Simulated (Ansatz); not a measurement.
System: hcp Zn. Method: LDA (PAW; Ansatz, a quantum-chemistry and plane-wave program).

Run with plane-wave cutoff 520 eV, 24×24×12 k mesh (along the axes of the cell as run), Fermi–Dirac smearing 0.05 eV, scalar-relativistic PAW data made under PBE.

The cell is scaled about its equilibrium volume:

Shape and atoms are relaxed at each volume.

| V (Å³/atom) | P (GPa) | c (Å) | a (Å) |
|---|---|---|---|
| 13.078 | 4.12 | 4.680 | 2.540 |
| 13.350 | 1.99 | 4.747 | 2.548 |
| 13.623 | 0.00 | 4.803 | 2.559 |
| 13.895 | -1.75 | 4.860 | 2.570 |
| 14.168 | -3.24 | 4.921 | 2.579 |

Note: the bulk modulus comes from volumes at which shape and atoms were relaxed.
